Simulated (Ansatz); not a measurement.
# How the smallest direct gap on the k points sampled of hexagonal BN moves with the method

No measured value is used here.

| level (code) | value (eV) | cell (Å³/atom) |
|---|---|---|
| LDA (Ansatz) | 4.49 | 9.13 |
| PBE (Ansatz) | (withheld) | 9.13 |
| r²SCAN-D4 (Ansatz) | 5.27 | 8.92 |
| r²SCANh (Ansatz) | 6.10 | 9.30 |
| Hartree–Fock (Ansatz) | 13.75 | 9.13 |

### Question
What belongs in the gaps?

### Answer

- PBE (Ansatz, a first-principles code), value (eV): 4.63

At these levels the smallest gap is indirect and lower: LDA 4.04, PBE 4.24, r²SCAN-D4 4.80, r²SCANh 5.60, Hartree–Fock 13.12 eV. Computed values are for a static lattice.  r²SCANh: the cell comes from a level without a dispersion term, which matters for the spacing of layers, chains or molecules. Values are at the measured cell; r²SCAN-D4 at the level's own relaxed cell; r²SCANh at the level's own relaxed cell. Cutoffs and k meshes differ between the levels. Ansatz's density-functional and Hartree–Fock values are scalar-relativistic unless marked +SOC, with PAW data made under PBE.
